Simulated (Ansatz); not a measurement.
Reaction (SMILES): [PH2] (PH2) → PH2+ (singlet, bonded as [PH2]) + e-
B3LYP-D3(BJ)/def2-TZVP geometries, fixed; electronic energies without zero-point terms.

Core correlation in the adiabatic ionisation energy at CCSD(T) with Ansatz (an electronic-structure program), in eV: frozen core against 1s of Al to Cl frozen alone. Core-valence sets carry the plain set on hydrogen. A restricted Hartree-Fock determinant is unstable towards unrestricted orbitals. Open shells are unrestricted.

```tsv
basis	functions, most	frozen core	1s of Al to Cl frozen alone	core term (second minus first)
cc-pV(D+d)Z	33	9.517	9.519	0.001
cc-pCVDZ	37	9.530	9.533	0.002
cc-pV(T+d)Z	67	9.731	9.728	-0.002
cc-pCVTZ	87	9.731	9.740	0.009
cc-pwCVTZ	87	9.730	9.741	0.011
cc-pV(Q+d)Z	124	9.787	9.785	-0.002
cc-pCVQZ	169	9.785	9.798	0.013
cc-pwCVQZ	169	9.785	9.800	0.014
```

The largest core-valence set, cc-pwCVQZ, gives a core term of 0.014 eV; the valence set cc-pV(Q+d)Z, which lacks functions for the core, gives -0.002.
